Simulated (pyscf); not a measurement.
Optimised with ωB97X-D3(BJ)/def2-SVP in PySCF.

Problem. PBE/def2-TZVP puts the barrier of H₂C=C=NH (SMILES C=C=N) + H• (SMILES [H]) -> •H₂C–C≡N (SMILES [CH2]C#N) + H₂ (SMILES [H][H]) (hydrogen abstraction; doublet surface; H–N broken, H–H formed) at -0.09 eV and the reaction energy at -1.19 eV, from the separated reactants. What do PBE0-D3(BJ)/def2-TZVP, M06-2X/def2-TZVP, ωB97M-D3(BJ)/def2-TZVP give on the same structures?

Solution. PBE0-D3(BJ): ΔE‡ = 0.08 eV, ΔE = -1.23 eV; M06-2X: ΔE‡ = 0.25 eV, ΔE = -1.31 eV; ωB97M-D3(BJ): ΔE‡ = 0.23 eV, ΔE = -1.34 eV. PBE's barrier lies under all of them, by 0.16 to 0.34 eV. Its reaction energy lies over all of them, by 0.04 to 0.15 eV. Low barriers are usual for a GGA, whose delocalisation error favours stretched bonds. At PBE this geometry lies under the reactants; that is no barrier but a single point on another level's saddle; such a level's own saddle, if it has one, lies nearer that side and is low. H₂C=C=NH lies 1.13 eV over its isomer H₃C–C≡N (electronic energy, ωB97M-D3(BJ)/def2-TZVP). One saddle was located; it need not be the lowest between these sides. The angle at the transferred H is 168°.
